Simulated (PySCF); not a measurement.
# Calculated NMR parameters of acetophenone

```yaml
Formula: C8H8O
SMILES: CC(=O)c1ccccc1
InChI: InChI=1S/C8H8O/c1-7(9)8-5-3-2-4-6-8/h2-6H,1H3
Point_group_of_the_computed_structure: Cs
Degrees_of_unsaturation: 5
Carbon_signals: 6
Proton_signals: 4
```

Numbering as in the mapped SMILES `[CH3:1][C:2](=[O:3])[c:4]1[cH:5][cH:6][cH:7][cH:8][cH:9]1`; H(Xn) means a hydrogen on atom n.

Computed data (PySCF 2.14.0 with density-fitted response routines): geometry from GFN2-xTB, PBE0/pcSseg-1 with gauge-including orbitals. Averaged over atoms made equivalent by symmetry, fast rotation or ring inversion, isolated molecule, a single conformation, non-relativistic.

References, each an isolated molecule treated in the same way: ¹H (31.72 ppm), ¹³C (186.93 ppm) vs TMS; ¹⁷O (336.08 ppm) vs H2O.

| carbon | δC, type | δH (multiplicity) | HMBC from (2–3 bonds) | span of the C tensor (ppm) |
| --- | --- | --- | --- | --- |
| C1 | 28.7, CH3 | 2.66 (s) | – | 45 |
| C2 | 200.2, C | – | H(C5)/H(C9), H(C1) | 201 |
| C4 | 140.0, C | – | H(C5)/H(C9), H(C6)/H(C8), H(C1) | 210 |
| C5/C9 | 135.1, CH | 8.39 (d) | H(C5)/H(C9), H(C7), H(C6)/H(C8) | 234 |
| C6/C8 | 133.8, CH | 7.77 (m) | H(C5)/H(C9), H(C7), H(C6)/H(C8) | 236 |
| C7 | 139.0, CH | 7.82 (m) | H(C5)/H(C9), H(C6)/H(C8) | 243 |

Other nuclei:
| atoms | nucleus | environment | δ (ppm) | σ (ppm) |
| --- | --- | --- | --- | --- |
| O3 | ¹⁷O | ketone oxygen | 649.4 | -313.3 |

- Carbon types of the structure: 2 × C, 5 × CH, 1 × CH3, which accounts for all hydrogens.
- δC 200.2: ketone carbonyl carbon; low-lying n→π* states of the double bond to the heteroatom give a large paramagnetic term (-258 ppm).
- δC 140.0: substituted aromatic carbon.
- δC 139.0, 135.1, 133.8: aromatic CH; the aromatic region.
- δH 8.39, 7.82, 7.77: hydrogen on an aromatic CH.
- δH 2.66: hydrogen on a methyl carbon α to a carbonyl; α to C=O.

Shifts are as computed. Against solution values, carbons near 30 ppm lie about +3 ppm off and those near 130 ppm about +5 ppm. Of 1211 compounds with measured shifts, 218 miss one by over three times the rms of a fit or turn the order of signals round; such compounds aren't used in these exercises. Unscaled 17O shifts of doubly bonded oxygen tend to come out too high, by tens of ppm or more. Experimental scales use liquid or dissolved standards, which lie at an offset from isolated H2O (liquid H2O: subtract about 36 ppm). Multiplicities follow the n + 1 count of equivalent neighbours, as no J values were calculated; m marks all less simple cases, F and P coupling included.
